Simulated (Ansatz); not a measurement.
Reaction (atomization): `NC(O)(F)S` → C• + F• + 4 H• + N• + O• + S•

Program: Ansatz. Geometries: PBE0-D4/def2-TZVP. ΔE: electronic, gas phase. CCSD(T)/CBS is the MP2 limit (def2-TZVPP, def2-QZVPP) plus CCSD(T) − MP2 in def2-TZVPP, frozen cores. This one scheme is used for every species, atoms too. For atomizations the MP2-based limit and the directly extrapolated one differ by several kJ/mol either way, and by 10 to 25 for some Ge, Se and Sn compounds, so smaller differences from it don't rank the levels. Open shells (•) are unrestricted, without spin–orbit coupling. Spin–orbit coupling would lower the free atoms: a little for C, F, O, S. One conformer a species, not always the lowest.

```json
{"species": "`NC(O)(F)S`", "CCSD(T)/CBS(def2) energy (Eh)": "-667.90002"}
{"species": "C•", "CCSD(T)/CBS(def2) energy (Eh)": "-37.79194"}
{"species": "F•", "CCSD(T)/CBS(def2) energy (Eh)": "-99.66871"}
{"species": "H•", "CCSD(T)/CBS(def2) energy (Eh)": "-0.50000"}
{"species": "N•", "CCSD(T)/CBS(def2) energy (Eh)": "-54.53257"}
{"species": "O•", "CCSD(T)/CBS(def2) energy (Eh)": "-75.00631"}
{"species": "S•", "CCSD(T)/CBS(def2) energy (Eh)": "-397.67955"}
```

Question: Work out ΔE.

Answer: ΔE = 4 × (-0.50000) + (-37.79194) + (-99.66871) + (-54.53257) + (-75.00631) + (-397.67955) − (-667.90002) = 1.22094 Eh = +766.2 kcal/mol.

Largest T1 diagnostic among the species: 0.012.

From BLYP to BHLYP (50 % exact exchange), in def2-TZVPP and without D4, ΔE moves by −40.8 kcal/mol: exact exchange takes away binding that semilocal exchange gives to molecules. At CCSD(T), def2-SVP lies −55.6 kcal/mol from the extrapolated value and def2-TZVPP −26.9 kcal/mol: correlation converges slowly with the basis, and small sets miss more of it in the bonded molecule than in its fragments.
